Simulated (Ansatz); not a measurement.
## Molecular dynamics of Cl$_{2}$H$_{4}$Si

Input file:

```yaml
crystal:
  periodic: [false, false, false]
  atoms:
    - { symbol: Si, position_ang: [-0.181813, 0.234374, -0.363664] }
    - { symbol: Cl, position_ang: [-0.498104, -2.021528, 0.454755] }
    - { symbol: H, position_ang: [0.378825, -0.33787, -1.601874] }
    - { symbol: H, position_ang: [-1.604847, 0.493416, -0.076008] }
    - { symbol: Cl, position_ang: [0.593354, 2.196545, -0.424388] }
    - { symbol: H, position_ang: [0.482807, -0.703387, 1.009666] }
    - { symbol: H, position_ang: [0.829778, 0.13835, 1.001514] }
basis:
  gaussian: { orbitals: def2-SVP }
hamiltonian:
  xc: pbe0
md:
  timestep: 0.5
  n_steps: 200
  ensemble: nve
  temperature: 300.0
  initial_velocities: maxwell_boltzmann
  seed: 3255
```

Run as:

```bash
$ ansatz run input.yaml --threads 2 --pin off --max-ram 3072MiB --backend cpu --events-out ev --progress --plain --runs-dir out
```

It starts at the highest image of a converged band. Of that band: The profile has 2 maxima (images 4, 8) with wells between them (image 6): this band takes more than one step, which may be the mechanism or a detour left from its start path. Neighbouring images differ by up to 1.4 eV, so the band resolves the path poorly. A vibrational analysis at the climbing image gives one clearly imaginary mode, 750i cm⁻¹: a first-order saddle point.

Output, in part (one step line in 7, the closing report, with atoms numbered from 0):

```
md step     0: t =     0.00 fs  T =   300.0 K  F+E_penalty+E_count = -32965.69866717 eV  E_kin = 0.193890 eV  conserved = -32965.50477717 eV  (23 SCF iters)
md step     7: t =     3.50 fs  T =   205.6 K  F+E_penalty+E_count = -32965.63718121 eV  E_kin = 0.132907 eV  conserved = -32965.50427390 eV  (21 SCF iters)
md step    14: t =     7.00 fs  T =   186.8 K  F+E_penalty+E_count = -32965.62533241 eV  E_kin = 0.120737 eV  conserved = -32965.50459572 eV  (23 SCF iters)
md step    21: t =    10.50 fs  T =   145.7 K  F+E_penalty+E_count = -32965.59835186 eV  E_kin = 0.094167 eV  conserved = -32965.50418523 eV  (24 SCF iters)
md step    28: t =    14.00 fs  T =   343.1 K  F+E_penalty+E_count = -32965.72631571 eV  E_kin = 0.221776 eV  conserved = -32965.50454017 eV  (23 SCF iters)
md step    35: t =    17.50 fs  T =   560.7 K  F+E_penalty+E_count = -32965.86697868 eV  E_kin = 0.362375 eV  conserved = -32965.50460377 eV  (21 SCF iters)
md step    42: t =    21.00 fs  T =   777.6 K  F+E_penalty+E_count = -32966.00718761 eV  E_kin = 0.502595 eV  conserved = -32965.50459294 eV  (22 SCF iters)
md step    49: t =    24.50 fs  T =   962.7 K  F+E_penalty+E_count = -32966.12687506 eV  E_kin = 0.622170 eV  conserved = -32965.50470467 eV  (22 SCF iters)
md step    56: t =    28.00 fs  T =  1164.5 K  F+E_penalty+E_count = -32966.25734399 eV  E_kin = 0.752586 eV  conserved = -32965.50475789 eV  (21 SCF iters)
md step    63: t =    31.50 fs  T =  1304.7 K  F+E_penalty+E_count = -32966.34741020 eV  E_kin = 0.843232 eV  conserved = -32965.50417833 eV  (21 SCF iters)
md step    70: t =    35.00 fs  T =  1654.5 K  F+E_penalty+E_count = -32966.57501193 eV  E_kin = 1.069330 eV  conserved = -32965.50568175 eV  (22 SCF iters)
md step    77: t =    38.50 fs  T =  1681.6 K  F+E_penalty+E_count = -32966.59087573 eV  E_kin = 1.086805 eV  conserved = -32965.50407097 eV  (21 SCF iters)
md step    84: t =    42.00 fs  T =  2038.0 K  F+E_penalty+E_count = -32966.82253762 eV  E_kin = 1.317154 eV  conserved = -32965.50538401 eV  (22 SCF iters)
md step    91: t =    45.50 fs  T =  2076.8 K  F+E_penalty+E_count = -32966.84729500 eV  E_kin = 1.342242 eV  conserved = -32965.50505299 eV  (22 SCF iters)
md step    98: t =    49.00 fs  T =  1993.0 K  F+E_penalty+E_count = -32966.79256611 eV  E_kin = 1.288090 eV  conserved = -32965.50447642 eV  (27 SCF iters)
md step   105: t =    52.50 fs  T =  2045.5 K  F+E_penalty+E_count = -32966.82700654 eV  E_kin = 1.322031 eV  conserved = -32965.50497549 eV  (27 SCF iters)
md step   112: t =    56.00 fs  T =  2123.1 K  F+E_penalty+E_count = -32966.87683148 eV  E_kin = 1.372185 eV  conserved = -32965.50464640 eV  (27 SCF iters)
md step   119: t =    59.50 fs  T =  2155.3 K  F+E_penalty+E_count = -32966.89747479 eV  E_kin = 1.392938 eV  conserved = -32965.50453663 eV  (22 SCF iters)
md step   126: t =    63.00 fs  T =  2263.8 K  F+E_penalty+E_count = -32966.96828254 eV  E_kin = 1.463117 eV  conserved = -32965.50516591 eV  (27 SCF iters)
md step   133: t =    66.50 fs  T =  2140.4 K  F+E_penalty+E_count = -32966.88739115 eV  E_kin = 1.383365 eV  conserved = -32965.50402643 eV  (27 SCF iters)
md step   140: t =    70.00 fs  T =  2124.4 K  F+E_penalty+E_count = -32966.87790162 eV  E_kin = 1.373026 eV  conserved = -32965.50487593 eV  (27 SCF iters)
md step   147: t =    73.50 fs  T =  2142.6 K  F+E_penalty+E_count = -32966.88944646 eV  E_kin = 1.384765 eV  conserved = -32965.50468163 eV  (27 SCF iters)
md step   154: t =    77.00 fs  T =  2204.2 K  F+E_penalty+E_count = -32966.92875084 eV  E_kin = 1.424558 eV  conserved = -32965.50419296 eV  (27 SCF iters)
md step   161: t =    80.50 fs  T =  2303.0 K  F+E_penalty+E_count = -32966.99385827 eV  E_kin = 1.488440 eV  conserved = -32965.50541823 eV  (27 SCF iters)
md step   168: t =    84.00 fs  T =  2141.8 K  F+E_penalty+E_count = -32966.88852605 eV  E_kin = 1.384227 eV  conserved = -32965.50429934 eV  (27 SCF iters)
md step   175: t =    87.50 fs  T =  2232.0 K  F+E_penalty+E_count = -32966.94744617 eV  E_kin = 1.442538 eV  conserved = -32965.50490847 eV  (25 SCF iters)
md step   182: t =    91.00 fs  T =  2230.4 K  F+E_penalty+E_count = -32966.94651343 eV  E_kin = 1.441530 eV  conserved = -32965.50498366 eV  (28 SCF iters)
md step   189: t =    94.50 fs  T =  2226.4 K  F+E_penalty+E_count = -32966.94357714 eV  E_kin = 1.438923 eV  conserved = -32965.50465412 eV  (25 SCF iters)
md step   196: t =    98.00 fs  T =  2241.4 K  F+E_penalty+E_count = -32966.95365167 eV  E_kin = 1.448591 eV  conserved = -32965.50506065 eV  (26 SCF iters)
md step   200: t =   100.00 fs  T =  2175.0 K  F+E_penalty+E_count = -32966.90997185 eV  E_kin = 1.405729 eV  conserved = -32965.50424282 eV  (22 SCF iters)
Total energy: -32966.90999747 eV, -1211.5115966329 hartree
Atom 0 at     0.404660     0.925930    -0.470775 Å, force    -0.650712    -1.544869    -1.405786 eV/Å
Atom 1 at    -0.879601    -3.251047     0.849709 Å, force     1.159662     0.168975     1.233436 eV/Å
Atom 2 at     0.125678     0.426092    -1.910629 Å, force     0.221104     0.110223     0.856111 eV/Å
Atom 3 at    -0.782781     0.474808     0.335345 Å, force     0.365581     0.232392     0.122589 eV/Å
Atom 4 at     0.531581     2.925354    -0.677463 Å, force     0.046317     1.169238     0.196202 eV/Å
Atom 5 at    -1.713893    -3.336977    -0.063312 Å, force    -1.145392    -0.118808    -1.251795 eV/Å
Atom 6 at     1.706401     0.367669    -0.033436 Å, force     0.003440    -0.017151     0.249243 eV/Å
Dipole moment:    -0.189866    -0.263524    -0.087553 e Å
```

All steps were run. The conserved energy stayed within 0.13 meV per atom of its start (net change 0.076 meV per atom), so the integration is sound. The system heated up, since it started high on the potential surface and ran downhill. A run of 0.1 ps of so small a system gives no equilibrium averages. The orbitals stay closed-shell, which can raise the energy where a bond breaks towards radicals; this wasn't checked here.

The step under study would form Si1–H7, Cl2–H6 and break Si1–Cl2, H6–H7. These pairs go: Si1–H7 1.70 → 1.48 Å, Cl2–H6 1.73 → 1.24 Å, Si1–Cl2 2.42 → 4.57 Å, H6–H7 0.91 → 5.04 Å. In the last frame they stand as after the step (other bonds may differ from the relaxed reactants and products). It ends as ClH + ClH3Si. Pairs count as bonded within 1.25 times the sum of covalent radii (0.12 Å more for H–H).

Last frame:

```xyz
7
Properties=species:S:1:pos:R:3
Si 0.405 0.926 -0.471
Cl -0.880 -3.251 0.850
H 0.126 0.426 -1.911
H -0.783 0.475 0.335
Cl 0.532 2.925 -0.677
H -1.714 -3.337 -0.063
H 1.706 0.368 -0.033
```

The run took 4.2 min on 2 threads of Arm Neoverse V1, with other jobs on the host, peak memory 0.14 GiB.
